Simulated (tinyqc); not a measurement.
Worked calculation (part 1 of 2): UHF in the sto-6g basis, for LiH+, spin multiplicity 2. Computed by tinyqc, a small Python program that keeps every step (integrals from PySCF). Settings: charge = 1, multiplicity = 2, basis = sto-6g, energy threshold = 1e-08, iteration cap = 83, orthogonalisation = symmetric, start = highest core orbitals, DIIS depth = 4, DIIS from iteration = 2, method = UHF. Command: `OMP_NUM_THREADS=1 python tinyqc.py 29893 29894 out.jsonl` (the two numbers bound the seeds that draw the settings). One thread of a shared host (Intel(R) Xeon(R) Processor @ 2.60GHz), about 0.1 s of CPU time with the checks. Later iterations appear only in the table of the cycle.

## One-electron integrals

Geometry (angstrom):
```
atom         x         y         z
Li    0.000000  0.000000  0.000000
H     0.000000  0.000000  2.773000
```

Basis sto-6g: exponents (1/bohr^2) and contraction coefficients of normalised primitives:
```
element  l (shell)    exponent  coefficient
Li           s (1)  167.175846     0.009164
Li           s (1)   30.651508     0.049361
Li           s (1)    8.575187     0.168538
Li           s (1)    2.945808     0.370563
Li           s (1)    1.143944     0.416492
Li           s (1)    0.471139     0.130334
Li           s (2)    6.597564    -0.013253
Li           s (2)    1.305830    -0.046992
Li           s (2)    0.405851    -0.033785
Li           s (2)    0.156146     0.250242
Li           s (2)    0.067814     0.595117
Li           s (2)    0.031084     0.240706
Li           p (3)    6.597564     0.003760
Li           p (3)    1.305830     0.037679
Li           p (3)    0.405851     0.173897
Li           p (3)    0.156146     0.418036
Li           p (3)    0.067814     0.425860
Li           p (3)    0.031084     0.101708
H            s (1)   35.523221     0.009164
H            s (1)    6.513144     0.049361
H            s (1)    1.822143     0.168538
H            s (1)    0.625955     0.370563
H            s (1)    0.243077     0.416492
H            s (1)    0.100112     0.130334
```

Overlap, kinetic and nuclear-attraction integrals over the contracted functions; the nuclear repulsion is the sum of Za Zb / Rab.

nuclear repulsion = 0.57249608 hartree

overlap S, lower triangle:
```
           1Li 1s    1Li 2s   1Li 2px   1Li 2py   1Li 2pz     2H 1s
1Li 1s   1.000000
1Li 2s   0.235742  1.000000
1Li 2px  0.000000  0.000000  1.000000
1Li 2py  0.000000  0.000000  0.000000  1.000000
1Li 2pz  0.000000  0.000000  0.000000  0.000000  1.000000
2H 1s    0.005046  0.156306  0.000000  0.000000  0.237135  1.000000
```

kinetic energy T (hartree), lower triangle:
```
            1Li 1s     1Li 2s   1Li 2px   1Li 2py   1Li 2pz     2H 1s
1Li 1s    3.616742
1Li 2s   -0.110723   0.106524
1Li 2px   0.000000   0.000000  0.320007
1Li 2py   0.000000   0.000000  0.000000  0.320007
1Li 2pz   0.000000   0.000000  0.000000  0.000000  0.320007
2H 1s    -0.002429  -0.000169  0.000000  0.000000  0.013121  0.768522
```

nuclear attraction V (hartree), lower triangle:
```
            1Li 1s     1Li 2s    1Li 2px    1Li 2py    1Li 2pz      2H 1s
1Li 1s   -8.257976
1Li 2s   -0.873349  -1.388723
1Li 2px   0.000000   0.000000  -1.374750
1Li 2py   0.000000   0.000000   0.000000  -1.374750
1Li 2pz  -0.005668  -0.061854   0.000000   0.000000  -1.416506
2H 1s    -0.018936  -0.211880   0.000000   0.000000  -0.324552  -1.812048
```

core Hamiltonian H = T + V (hartree), lower triangle:
```
            1Li 1s     1Li 2s    1Li 2px    1Li 2py    1Li 2pz      2H 1s
1Li 1s   -4.641234
1Li 2s   -0.984072  -1.282200
1Li 2px   0.000000   0.000000  -1.054742
1Li 2py   0.000000   0.000000   0.000000  -1.054742
1Li 2pz  -0.005668  -0.061854   0.000000   0.000000  -1.096499
2H 1s    -0.021364  -0.212049   0.000000   0.000000  -0.311432  -1.043525
```

## Two-electron integrals

Functions are numbered as in S; the eight-fold symmetry (ij|kl) = (ji|kl) = (kl|ij) leaves the list below.

Two-electron integrals (ij|kl) in chemists' order, unique and non-zero (hartree):
```
(11|11) 1.681247   (21|11) 0.242603   (21|21) 0.044507   (22|11) 0.397190
(22|21) 0.090279   (22|22) 0.290625   (31|31) 0.009437   (32|31) 0.014261
(32|32) 0.064236   (33|11) 0.397190   (33|21) 0.090279   (33|22) 0.290625
(33|33) 0.313125   (41|41) 0.009437   (42|41) 0.014261   (42|42) 0.064236
(43|43) 0.016875   (44|11) 0.397190   (44|21) 0.090279   (44|22) 0.290625
(44|33) 0.279374   (44|44) 0.313125   (51|51) 0.009437   (52|51) 0.014261
(52|52) 0.064236   (53|53) 0.016875   (54|54) 0.016875   (55|11) 0.397190
(55|21) 0.090279   (55|22) 0.290625   (55|33) 0.279374   (55|44) 0.279374
(55|55) 0.313125   (61|11) 0.004963   (61|21) 0.000902   (61|22) 0.001893
(61|33) 0.001865   (61|44) 0.001865   (61|51) 0.000121   (61|52) 0.000264
(61|55) 0.001948   (61|61) 0.000020   (62|11) 0.038298   (62|21) 0.008963
(62|22) 0.034714   (62|33) 0.032705   (62|44) 0.032705   (62|51) 0.001291
(62|52) 0.010715   (62|55) 0.038731   (62|61) 0.000227   (62|62) 0.010451
(63|31) 0.000393   (63|32) 0.002447   (63|53) 0.001168   (63|63) 0.000386
(64|41) 0.000393   (64|42) 0.002447   (64|54) 0.001168   (64|64) 0.000386
(65|11) 0.055638   (65|21) 0.013071   (65|22) 0.051538   (65|33) 0.048200
(65|44) 0.048200   (65|51) 0.002024   (65|52) 0.016880   (65|55) 0.058214
(65|61) 0.000336   (65|62) 0.016483   (65|65) 0.026074   (66|11) 0.190827
(66|21) 0.044983   (66|22) 0.187581   (66|33) 0.174679   (66|44) 0.174679
(66|51) 0.005662   (66|52) 0.060002   (66|55) 0.213383   (66|61) 0.001132
(66|62) 0.079231   (66|65) 0.127399   (66|66) 0.774999
```

## Orthogonalisation

S = U s U^T; symmetric (Loewdin) form X = U s^(-1/2) U^T, so that X^T S X = 1.

eigenvalues of S: 0.675197  0.826734  1.000000  1.000000  1.168490  1.329579

X, lower triangle:
```
            1Li 1s     1Li 2s   1Li 2px   1Li 2py    1Li 2pz     2H 1s
1Li 1s    1.022038
1Li 2s   -0.123905   1.032191
1Li 2px   0.000000   0.000000  1.000000
1Li 2py   0.000000   0.000000  0.000000  1.000000
1Li 2pz  -0.002556   0.015320  0.000000  0.000000   1.022432
2H 1s     0.012570  -0.084949  0.000000  0.000000  -0.125022  1.032476
```

## Starting guess

The start is the highest orbitals of the core Hamiltonian (a deliberately bad start); D(s) = C_occ C_occ^T for each spin.

D(alpha) at the start, lower triangle:
```
            1Li 1s     1Li 2s   1Li 2px   1Li 2py    1Li 2pz     2H 1s
1Li 1s    0.000310
1Li 2s   -0.001792   0.010361
1Li 2px   0.000000   0.000000  0.635354
1Li 2py   0.000000   0.000000  0.481331  0.364646
1Li 2pz  -0.010943   0.063279  0.000000  0.000000   0.386480
2H 1s     0.016849  -0.097429  0.000000  0.000000  -0.595057  0.916200
```

D(beta) at the start, lower triangle:
```
            1Li 1s     1Li 2s   1Li 2px   1Li 2py    1Li 2pz     2H 1s
1Li 1s    0.000310
1Li 2s   -0.001792   0.010361
1Li 2px   0.000000   0.000000  0.000000
1Li 2py   0.000000   0.000000  0.000000  0.000000
1Li 2pz  -0.010943   0.063279  0.000000  0.000000   0.386480
2H 1s     0.016849  -0.097429  0.000000  0.000000  -0.595057  0.916200
```

## Iteration 1: building the Fock matrix

J_ij = sum D_kl (ij|kl) with D = D(alpha) + D(beta), K_ij = sum D_kl (ik|jl) for each spin; F = H + J - K(s); E = tr D H + tr D J / 2 - 0.5 sum_s tr D(s) K(s) + E_nn.

Coulomb J (hartree), lower triangle:
```
           1Li 1s    1Li 2s   1Li 2px   1Li 2py   1Li 2pz     2H 1s
1Li 1s   0.914386
1Li 2s   0.209648  0.728537
1Li 2px  0.000000  0.000000  0.715119
1Li 2py  0.000000  0.000000  0.016245  0.705983
1Li 2pz  0.008259  0.081247  0.000000  0.000000  0.764506
2H 1s    0.004656  0.167870  0.000000  0.000000  0.263372  1.444304
```

exchange K(alpha) (hartree), lower triangle:
```
            1Li 1s     1Li 2s   1Li 2px   1Li 2py    1Li 2pz     2H 1s
1Li 1s    0.013063
1Li 2s    0.018877   0.082125
1Li 2px   0.000000   0.000000  0.210737
1Li 2py   0.000000   0.000000  0.142594  0.130540
1Li 2pz  -0.000250  -0.002502  0.000000  0.000000   0.089896
2H 1s    -0.002223   0.021651  0.000000  0.000000  -0.005868  0.555683
```

exchange K(beta) (hartree), lower triangle:
```
            1Li 1s     1Li 2s   1Li 2px   1Li 2py    1Li 2pz     2H 1s
1Li 1s    0.003626
1Li 2s    0.004616   0.017889
1Li 2px   0.000000   0.000000  0.005639
1Li 2py   0.000000   0.000000  0.000000  0.005639
1Li 2pz  -0.000250  -0.002502  0.000000  0.000000   0.073021
2H 1s    -0.002616   0.019204  0.000000  0.000000  -0.007036  0.555297
```

F(alpha) (hartree), lower triangle:
```
            1Li 1s     1Li 2s    1Li 2px    1Li 2py    1Li 2pz      2H 1s
1Li 1s   -3.739911
1Li 2s   -0.793302  -0.635788
1Li 2px   0.000000   0.000000  -0.550361
1Li 2py   0.000000   0.000000  -0.126349  -0.479300
1Li 2pz   0.002842   0.021896   0.000000   0.000000  -0.421889
2H 1s    -0.014485  -0.065830   0.000000   0.000000  -0.042192  -0.154904
```

F(beta) (hartree), lower triangle:
```
            1Li 1s     1Li 2s    1Li 2px    1Li 2py    1Li 2pz      2H 1s
1Li 1s   -3.730474
1Li 2s   -0.779040  -0.571551
1Li 2px   0.000000   0.000000  -0.345262
1Li 2py   0.000000   0.000000   0.016245  -0.354399
1Li 2pz   0.002842   0.021896   0.000000   0.000000  -0.405014
2H 1s    -0.014092  -0.063383   0.000000   0.000000  -0.041024  -0.154518
```

total energy of this density = -1.50722602 hartree

## Iteration 1: diagonalisation and new density

Diagonalise F' = X^T F X, C = X C', fill 2 alpha and 1 beta electrons from the bottom; D(s) = C_occ C_occ^T. Each column has its largest component positive (the first on a tie).

F' = X^T F X (alpha) (hartree), lower triangle:
```
           1          2          3          4          5          6
1  -3.715602
2  -0.294299  -0.521066
3   0.000000   0.000000  -0.550361
4   0.000000   0.000000  -0.126349  -0.479300
5   0.000108   0.018958   0.000000   0.000000  -0.431861
6   0.006590  -0.015363   0.000000   0.000000   0.025762  -0.152688
```

orbital energies (alpha) (hartree): MO1 -3.742497, MO2 -0.646080, MO3 -0.500892, MO4 -0.428086, MO5 -0.383581, MO6 -0.149742

coefficients C (alpha):
```
               MO1       MO2        MO3        MO4        MO5        MO6
1Li 1s    1.006510  0.000000  -0.205406  -0.065661   0.000000   0.022666
1Li 2s   -0.029375  0.000000   0.983763   0.322031   0.000000  -0.125960
1Li 2px   0.000000  0.797091   0.000000   0.000000  -0.603859   0.000000
1Li 2py   0.000000  0.603859   0.000000   0.000000   0.797091   0.000000
1Li 2pz  -0.001527  0.000000  -0.285239   0.989269   0.000000  -0.034948
2H 1s     0.003376  0.000000   0.020605  -0.219061   0.000000   1.020092
```

F' = X^T F X (beta) (hartree), lower triangle:
```
           1          2          3          4          5          6
1  -3.708368
2  -0.288423  -0.456548
3   0.000000   0.000000  -0.345262
4   0.000000   0.000000   0.016245  -0.354399
5   0.000148   0.019764   0.000000   0.000000  -0.414508
6   0.006232  -0.018135   0.000000   0.000000   0.024792  -0.152298
```

orbital energies (beta) (hartree): MO1 -3.733759, MO2 -0.447118, MO3 -0.401870, MO4 -0.366706, MO5 -0.332956, MO6 -0.148975

coefficients C (beta):
```
               MO1        MO2        MO3        MO4       MO5        MO6
1Li 1s    1.007225  -0.171485  -0.124417   0.000000  0.000000   0.026266
1Li 2s   -0.032840   0.831561   0.612093   0.000000  0.000000  -0.144888
1Li 2px   0.000000   0.000000   0.000000  -0.603859  0.797091   0.000000
1Li 2py   0.000000   0.000000   0.000000   0.797091  0.603859   0.000000
1Li 2pz  -0.001612  -0.580848   0.850082   0.000000  0.000000  -0.034807
2H 1s     0.003817   0.103618  -0.191187   0.000000  0.000000   1.020641
```

D(alpha) after iteration 1, lower triangle:
```
            1Li 1s     1Li 2s   1Li 2px   1Li 2py    1Li 2pz     2H 1s
1Li 1s    1.013063
1Li 2s   -0.029567   0.000863
1Li 2px   0.000000   0.000000  0.635354
1Li 2py   0.000000   0.000000  0.481331  0.364646
1Li 2pz  -0.001537   0.000045  0.000000  0.000000   0.000002
2H 1s     0.003398  -0.000099  0.000000  0.000000  -0.000005  0.000011
```

D(beta) after iteration 1, lower triangle:
```
            1Li 1s     1Li 2s   1Li 2px   1Li 2py    1Li 2pz     2H 1s
1Li 1s    1.014503
1Li 2s   -0.033077   0.001078
1Li 2px   0.000000   0.000000  0.000000
1Li 2py   0.000000   0.000000  0.000000  0.000000
1Li 2pz  -0.001624   0.000053  0.000000  0.000000   0.000003
2H 1s     0.003844  -0.000125  0.000000  0.000000  -0.000006  0.000015
```

## Iteration 2: building the Fock matrix

As before.

Coulomb J (hartree), lower triangle:
```
            1Li 1s     1Li 2s   1Li 2px   1Li 2py   1Li 2pz     2H 1s
1Li 1s    3.776465
1Li 2s    0.576781   1.085223
1Li 2px   0.000000   0.000000  1.095418
1Li 2py   0.000000   0.000000  0.016245  1.086281
1Li 2pz  -0.000056  -0.000077  0.000000  0.000000  1.073974
2H 1s     0.011818   0.109297  0.000000  0.000000  0.159463  0.556297
```

exchange K(alpha) (hartree), lower triangle:
```
            1Li 1s     1Li 2s   1Li 2px   1Li 2py   1Li 2pz     2H 1s
1Li 1s    1.698371
1Li 2s    0.247184   0.104291
1Li 2px   0.000000   0.000000  0.213873
1Li 2py   0.000000   0.000000  0.142594  0.133676
1Li 2pz  -0.000432  -0.000102  0.000000  0.000000  0.025658
2H 1s     0.004828   0.003187  0.000000  0.000000  0.001264  0.000403
```

exchange K(beta) (hartree), lower triangle:
```
            1Li 1s     1Li 2s   1Li 2px   1Li 2py   1Li 2pz     2H 1s
1Li 1s    1.689667
1Li 2s    0.231758   0.039554
1Li 2px   0.000000   0.000000  0.008702
1Li 2py   0.000000   0.000000  0.000000  0.008702
1Li 2pz  -0.000442  -0.000104  0.000000  0.000000  0.008711
2H 1s     0.004386   0.000725  0.000000  0.000000  0.000093  0.000016
```

F(alpha) (hartree), lower triangle:
```
            1Li 1s     1Li 2s    1Li 2px    1Li 2py    1Li 2pz      2H 1s
1Li 1s   -2.563140
1Li 2s   -0.654474  -0.301268
1Li 2px   0.000000   0.000000  -0.173197
1Li 2py   0.000000   0.000000  -0.126349  -0.102137
1Li 2pz  -0.005291  -0.061829   0.000000   0.000000  -0.048183
2H 1s    -0.014375  -0.105939   0.000000   0.000000  -0.153233  -0.487631
```

F(beta) (hartree), lower triangle:
```
            1Li 1s     1Li 2s   1Li 2px   1Li 2py    1Li 2pz      2H 1s
1Li 1s   -2.554435
1Li 2s   -0.639048  -0.236531
1Li 2px   0.000000   0.000000  0.031973
1Li 2py   0.000000   0.000000  0.016245  0.022837
1Li 2pz  -0.005281  -0.061827  0.000000  0.000000  -0.031236
2H 1s    -0.013933  -0.103477  0.000000  0.000000  -0.152062  -0.487245
```

total energy of this density = -7.28813786 hartree

## Iteration 2: diagonalisation and new density

As before.

F' = X^T F X (alpha) (hartree), lower triangle:
```
           1          2          3          4          5          6
1  -2.516343
2  -0.337925  -0.179712
3   0.000000   0.000000  -0.173197
4   0.000000   0.000000  -0.126349  -0.102137
5  -0.001831  -0.045950   0.000000   0.000000  -0.020365
6   0.014243  -0.049996   0.000000   0.000000  -0.092164  -0.465279
```

orbital energies (alpha) (hartree): MO1 -2.564281, MO2 -0.493405, MO3 -0.268917, MO4 -0.130968, MO5 -0.006417, MO6 0.006955

coefficients C (alpha):
```
               MO1        MO2       MO3        MO4        MO5        MO6
1Li 1s    0.994486  -0.029276  0.000000  -0.258297   0.000000   0.059188
1Li 2s    0.022463   0.090569  0.000000   1.012281   0.000000  -0.234100
1Li 2px   0.000000   0.000000  0.797091   0.000000  -0.603859   0.000000
1Li 2py   0.000000   0.000000  0.603859   0.000000   0.797091   0.000000
1Li 2pz   0.003223   0.090124  0.000000   0.263151   0.000000   0.991896
2H 1s    -0.003209   0.957252  0.000000  -0.322786   0.000000  -0.261683
```

F' = X^T F X (beta) (hartree), lower triangle:
```
           1          2         3         4          5          6
1  -2.510160
2  -0.330778  -0.114970
3   0.000000   0.000000  0.031973
4   0.000000   0.000000  0.016245  0.022837
5  -0.001768  -0.045141  0.000000  0.000000  -0.002938
6   0.013826  -0.052775  0.000000  0.000000  -0.093142  -0.464890
```

orbital energies (beta) (hartree): MO1 -2.555044, MO2 -0.492003, MO3 -0.073417, MO4 0.010530, MO5 0.027506, MO6 0.044280

coefficients C (beta):
```
               MO1        MO2        MO3        MO4        MO5       MO6
1Li 1s    0.996079  -0.023763  -0.245905   0.000000   0.082901  0.000000
1Li 2s    0.016165   0.071762   0.985365   0.000000  -0.334466  0.000000
1Li 2px   0.000000   0.000000   0.000000  -0.603859   0.000000  0.797091
1Li 2py   0.000000   0.000000   0.000000   0.797091   0.000000  0.603859
1Li 2pz   0.002922   0.083374   0.362949   0.000000   0.960493  0.000000
2H 1s    -0.002454   0.963663  -0.329103   0.000000  -0.228146  0.000000
```

D(alpha) after iteration 2, lower triangle:
```
            1Li 1s    1Li 2s   1Li 2px   1Li 2py   1Li 2pz     2H 1s
1Li 1s    0.989859
1Li 2s    0.019688  0.008707
1Li 2px   0.000000  0.000000  0.000000
1Li 2py   0.000000  0.000000  0.000000  0.000000
1Li 2pz   0.000567  0.008235  0.000000  0.000000  0.008133
2H 1s    -0.031216  0.086626  0.000000  0.000000  0.086261  0.916343
```

D(beta) after iteration 2, lower triangle:
```
            1Li 1s     1Li 2s   1Li 2px   1Li 2py    1Li 2pz     2H 1s
1Li 1s    0.992173
1Li 2s    0.016102   0.000261
1Li 2px   0.000000   0.000000  0.000000
1Li 2py   0.000000   0.000000  0.000000  0.000000
1Li 2pz   0.002910   0.000047  0.000000  0.000000   0.000009
2H 1s    -0.002444  -0.000040  0.000000  0.000000  -0.000007  0.000006
```

## Iteration 3: building the Fock matrix

As before.

Coulomb J (hartree), lower triangle:
```
           1Li 1s    1Li 2s   1Li 2px   1Li 2py   1Li 2pz     2H 1s
1Li 1s   3.547206
1Li 2s   0.530543  0.985341
1Li 2px  0.000000  0.000000  0.972507
1Li 2py  0.000000  0.000000  0.000000  0.972507
1Li 2pz  0.006055  0.060896  0.000000  0.000000  1.011013
2H 1s    0.011072  0.154605  0.000000  0.000000  0.236513  1.131689
```

exchange K(alpha) (hartree), lower triangle:
```
           1Li 1s    1Li 2s   1Li 2px   1Li 2py   1Li 2pz     2H 1s
1Li 1s   1.674100
1Li 2s   0.249799  0.067544
1Li 2px  0.000000  0.000000  0.011554
1Li 2py  0.000000  0.000000  0.000000  0.011554
1Li 2pz  0.001156  0.027827  0.000000  0.000000  0.049743
2H 1s    0.005442  0.097010  0.000000  0.000000  0.145012  0.746403
```

exchange K(beta) (hartree), lower triangle:
```
           1Li 1s    1Li 2s   1Li 2px   1Li 2py   1Li 2pz     2H 1s
1Li 1s   1.675887
1Li 2s   0.247743  0.047096
1Li 2px  0.000000  0.000000  0.009837
1Li 2py  0.000000  0.000000  0.000000  0.009837
1Li 2pz  0.001051  0.000283  0.000000  0.000000  0.009830
2H 1s    0.005252  0.001002  0.000000  0.000000  0.000144  0.000025
```

F(alpha) (hartree), lower triangle:
```
            1Li 1s     1Li 2s    1Li 2px    1Li 2py    1Li 2pz      2H 1s
1Li 1s   -2.768128
1Li 2s   -0.703328  -0.364403
1Li 2px   0.000000   0.000000  -0.093790
1Li 2py   0.000000   0.000000   0.000000  -0.093790
1Li 2pz  -0.000769  -0.028785   0.000000   0.000000  -0.135229
2H 1s    -0.015735  -0.154455   0.000000   0.000000  -0.219931  -0.658240
```

F(beta) (hartree), lower triangle:
```
            1Li 1s     1Li 2s    1Li 2px    1Li 2py    1Li 2pz     2H 1s
1Li 1s   -2.769916
1Li 2s   -0.701272  -0.343955
1Li 2px   0.000000   0.000000  -0.092073
1Li 2py   0.000000   0.000000   0.000000  -0.092073
1Li 2pz  -0.000664  -0.001241   0.000000   0.000000  -0.095316
2H 1s    -0.015545  -0.058447   0.000000   0.000000  -0.075062  0.088138
```

total energy of this density = -7.70073585 hartree
